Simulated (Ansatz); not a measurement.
## LA phonon frequency at L of zinc-blende AlAs at several levels of theory

No measured value is used here.

```tsv
level (code)	value (cm⁻¹)	cell (Å³/atom)
LDA (Ansatz)	209	22.29
PBE (Ansatz)	(withheld)	23.50
PBE-D3(BJ) (Ansatz)	210	22.72
```

Problem. What belongs in the gaps?

Solution. 
- PBE (Ansatz, a first-principles code), value (cm⁻¹): 204

PBE-D3(BJ): the dispersion coefficients are held fixed in the derivatives. Each level is taken at its own relaxed cell. Ansatz's density-functional and Hartree–Fock values are scalar-relativistic unless marked +SOC, with PAW data made under PBE.
